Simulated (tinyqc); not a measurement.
Worked calculation: extended Hueckel theory, for N2+. The parameters take no account of the charge, which enters only through the electron count. One step of it, computed by the program tinyqc.

Problem. Mulliken analysis. P = C n C^T; charge = valence electrons (N 5) minus the sum of (P S)_ii on the atom; overlap population = 2 sum P_ij S_ij between two atoms.

coefficients, order 1N 2s, 1N 2px, 1N 2py, 1N 2pz, 2N 2s, 2N 2px, 2N 2py, 2N 2pz:
```
[[0.583225, 0.568395, 0.000000, 0.000000, -0.233868, 0.000000, 0.000000, 1.003826],
 [0.000000, 0.000000, -0.277287, 0.574882, 0.000000, 0.769526, 0.234446, 0.000000],
 [0.000000, 0.000000, 0.574882, 0.277287, 0.000000, -0.234446, 0.769526, 0.000000],
 [0.053357, -0.413392, 0.000000, 0.000000, 0.638572, 0.000000, 0.000000, 1.026499],
 [0.583225, -0.568395, 0.000000, 0.000000, -0.233868, 0.000000, 0.000000, -1.003826],
 [0.000000, 0.000000, -0.277287, 0.574882, 0.000000, -0.769526, -0.234446, 0.000000],
 [0.000000, 0.000000, 0.574882, 0.277287, 0.000000, 0.234446, -0.769526, 0.000000],
 [-0.053357, -0.413392, 0.000000, 0.000000, -0.638572, 0.000000, 0.000000, 1.026499]]
```

occupations: [2.000000, 2.000000, 2.000000, 2.000000, 1.000000, 0.000000, 0.000000, 0.000000]

overlap S, order 1N 2s, 1N 2px, 1N 2py, 1N 2pz, 2N 2s, 2N 2px, 2N 2py, 2N 2pz:
```
[[1.000000, 0.000000, 0.000000, 0.000000, 0.385777, 0.000000, 0.000000, -0.398980],
 [0.000000, 1.000000, 0.000000, 0.000000, 0.000000, 0.227364, 0.000000, 0.000000],
 [0.000000, 0.000000, 1.000000, 0.000000, 0.000000, 0.000000, 0.227364, 0.000000],
 [0.000000, 0.000000, 0.000000, 1.000000, 0.398980, 0.000000, 0.000000, -0.332537],
 [0.385777, 0.000000, 0.000000, 0.398980, 1.000000, 0.000000, 0.000000, 0.000000],
 [0.000000, 0.227364, 0.000000, 0.000000, 0.000000, 1.000000, 0.000000, 0.000000],
 [0.000000, 0.000000, 0.227364, 0.000000, 0.000000, 0.000000, 1.000000, 0.000000],
 [-0.398980, 0.000000, 0.000000, -0.332537, 0.000000, 0.000000, 0.000000, 1.000000]]
```

Give: charges; Overlap populations.

Solution.

charges: [0.5000, 0.5000]

Overlap populations:
```
pair     value
2-1   1.468188
```
